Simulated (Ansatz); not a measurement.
`SC1COC1` + H₂ → `C1COC1` + H₂S at 400 K and 1 bar (hydrogenolysis of a C–S bond).

Gas-phase electronic energies from Ansatz, PBE0-D4/def2-TZVP geometries. CBS: MP2 limit from def2 TZ/QZ plus the TZ coupled-cluster correction, frozen cores. This one scheme is used for every species. Each species was taken in one conformer, which may not be the lowest.

| species | CCSD(T)/CBS energy (Eh) | H − E (kJ/mol) | S (J/(mol·K)) |
| --- | --- | --- | --- |
| `SC1COC1` | -590.66330 | 254.8 | 345.3 |
| H₂ | -1.17544 | 38.0 | 139.0 |
| `C1COC1` | -192.89064 | 249.8 | 297.7 |
| H₂S | -398.97279 | 53.4 | 215.9 |

H − E and S are ideal-gas, rigid-rotor, harmonic terms from PBE0-D4/def2-TZVP, for one conformer and one mirror image of each species. The MP2-based limit puts H₂ 0.8 mEh under its directly extrapolated value; such offsets cancel only in part. 1 Eh = 2625.50 kJ/mol, R = 8.31446 J/(mol·K).

Problem. By hand: ΔE, ΔH, ΔS and ΔG.

Solution. ΔE = (-192.89064) + (-398.97279) − (-590.66330) − (-1.17544) = -0.02469 Eh = -64.8 kJ/mol. Δ(H − E) = 249.8 + 53.4 − 254.8 − 38.0 = 10.4, so ΔH = -54.4 kJ/mol. ΔS = 297.7 + 215.9 − 345.3 − 139.0 = 29.3 J/(mol·K). ΔG = -54.4 − 400 × (29.3)/1000 = -66.1 kJ/mol.

Problem. By hand: the equilibrium constant, and the temperature at which ΔG would vanish if ΔH and ΔS stayed fixed.

Solution. log₁₀ K = −ΔG/(RT ln 10) = 8.6. ΔH and −TΔS have one sign here, so there is no such temperature.

ΔH outweighs TΔS. A doubt of 5 kJ/mol in ΔE shifts log₁₀ K by 0.7 here. Other conformers and mirror images would add mixing entropy, several J/(mol·K) or more a flexible species. Modes under 60 cm⁻¹, often nearly free rotors, make the harmonic entropy too high. These are equilibria of isolated gas molecules and say nothing of rates. Largest T1 diagnostic: 0.011 (customary marks: 0.02 for closed shells, 0.045 for open ones).
